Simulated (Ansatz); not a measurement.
Ansatz (a first-principles code) input (HF/3-21G): The .json file is the Basis Set Exchange's 3-21G.

Ansatz 0.2 input:
```yaml
crystal:
  periodic: [false, false, false]
  atoms:
    - {symbol: O, position_ang: [-0.00219554, 0.00010412, 0.10441235]}
    - {symbol: H, position_ang: [0.00155032, 0.86486520, -0.41866437]}
    - {symbol: H, position_ang: [0.01601403, -0.86569819, -0.41663446]}
basis:
  gaussian:
    orbitals: 3-21G.json
hamiltonian:
  xc: {name: HF}
total_charge: 1
magnetization: {spin_polarized: true, initial_magnetization: 1}
phonons: {temperatures: {t_min: 298.15, t_max: 298.15, t_step: 100}}
```

Task: Which harmonic wavenumbers does it give?

Result: 1419, 3322, 3390 cm⁻¹ (unscaled; negative means imaginary).
